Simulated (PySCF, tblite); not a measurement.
## silanol and phosphonium

A gas-phase complex of silanol and phosphonium; charge +1, singlet. The structure comes from a short search (6 tight-binding starts) and was relaxed by PBE0-D3(BJ)/def2-SVPD; another way of binding may lie lower. No frequency run checks that it is a minimum.

```
part         name   SMILES  atoms  charge  multiplicity
   1      silanol  O[SiH3]    1–6       0             1
   2  phosphonium   [PH4+]   7–11      +1             1
```

```xyz
11

O    -0.206   -0.201    1.483
Si    0.064    0.946    0.229
H    -0.546   -1.057    1.200
H     1.090    0.421   -0.705
H     0.571    2.114    1.006
H    -1.223    1.252   -0.444
P     0.265    0.311    3.970
H    -1.085   -0.065    3.899
H     1.118   -0.745    3.617
H     0.524    1.461    3.206
H     0.536    0.632    5.319
```
Atom numbers follow the order of the file, from 1.

```json
{"contact": "H11–P7···O1", "kind (by geometry)": "pnictogen bond", "distance (Å)": "2.583", "angle (°)": "178"}
```

Interaction energies are complex less parts, with the parts frozen as they stand in it; counterpoise-corrected, in kcal/mol (PySCF).

Q: Give the interaction energy at each level run.

A: 
```csv
level,interaction,superposition error removed
wB97M-D3(BJ)/def2-TZVPD,-18.13,-0.10
PBE0-D3(BJ)/def2-TZVPD,-18.49,-0.12
```

Q: What holds them together? Decompose the wB97M-D3(BJ)/def2-TZVPD energy: frozen parts, their antisymmetrised product, then relaxation.

A: electrostatic -20.6, Pauli repulsion +17.5, orbital relaxation -13.1, dispersion correction -2.1 kcal/mol, which sum to the value before the counterpoise correction; the Pauli term holds the exchange-correlation of the frozen density too. Of the attraction, 57 % is electrostatic, 37 % is orbital relaxation, 6 % is dispersion correction.

The parts were also relaxed and run alone, at the levels used for the complex: shieldings by PBE0/pcSseg-2; core levels by delta-SCF with SCAN, pcX-2 on the ionised atom and pcseg-1 elsewhere, spin-free X2C (2p3/2 is the spin-free 2p value less a third of a first-order spin-orbit splitting).

Values alone: H11–P7 bond (Å): 1.409; shielding of P7 (ppm): 435.3; shielding of O1 (ppm): 323.4; shielding of H11 (ppm): 25.15; O1 1s core level (eV): 538.74; Si2 2p3/2 core level (eV): 107.72; P7 2p3/2 core level (eV): 146.35.

Q: How do these values change when the complex forms?

A: 
```csv
property,alone,in the complex,change
H11–P7 bond (Å),1.409,1.413,+0.003
shielding of P7 (ppm),435.3,430.0,-5.2
shielding of O1 (ppm),323.4,287.1,-36.3
shielding of H11 (ppm),25.15,25.76,+0.62
O1 1s core level (eV),538.74,543.20,+4.47
Si2 2p3/2 core level (eV),107.72,111.74,+4.02
P7 2p3/2 core level (eV),146.35,144.89,-1.47
```

The 4 runs behind this took 88 s in all, one thread each of Intel Xeon 6975P-C on a shared host, launched as `OMP_NUM_THREADS=1 python cluster_run.py task.json out`.
